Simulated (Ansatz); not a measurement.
Results of PBE in Ansatz (plane waves, PAW) for grey tin (α-Sn).

Run with plane-wave cutoff 520 eV, 10×10×10 k mesh, Fermi–Dirac smearing 0.01 eV, scalar-relativistic PAW data made under PBE.

The cell has the measured lattice: a = 6.4830 Å, b = 6.4830 Å, c = 6.4830 Å, α = 90.00°, β = 90.00°, γ = 90.00°.

Task: Predict the width of the whole s-p valence band.

Result: 
width of the whole s-p valence band: 10.71 eV

The run finds no gap.

Note: cell and atoms aren't relaxed at this level (pressure 3.4 GPa).

Spin–orbit coupling is not included; it can open a gap where bands touch, and shift volumes and moduli.

Static lattice: no zero-point or thermal effects.

Ansatz is a quantum-chemistry and plane-wave program.
